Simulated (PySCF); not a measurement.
# CH2O (Formaldehyde): the cost of one run

Computed with PySCF 2.14.0 and routines of our own; the level stands in each step. Atoms count from 0.

### 1 The starting structure

4 atoms, charge 0, multiplicity 1; geometry from: GFN2-xTB.

### 2 Relaxing the molecule at B3LYP/def2-TZVP

Job settings and geometry (Å):

```
{"job": {"xc": "B3LYP", "basis": "def2-TZVP", "grid": 1, "kind": "geom"}, "charge": 0, "multiplicity": 1}
C      0.003175     0.001019    -0.005928
O      1.176539    -0.209213    -0.014559
H     -0.748437    -0.806190     0.003826
H     -0.421043     1.019157    -0.006192
```

Run with:

```console
$ OMP_NUM_THREADS=1 python excited_run.py task.json out
```

One launch serves the whole session: the jobs run in the order shown.

**Question.** How long does this first job take on 1 thread of Arm Neoverse V1, shared host, and how much memory does it need?

About 2 s, with a peak of 0.29 GiB.
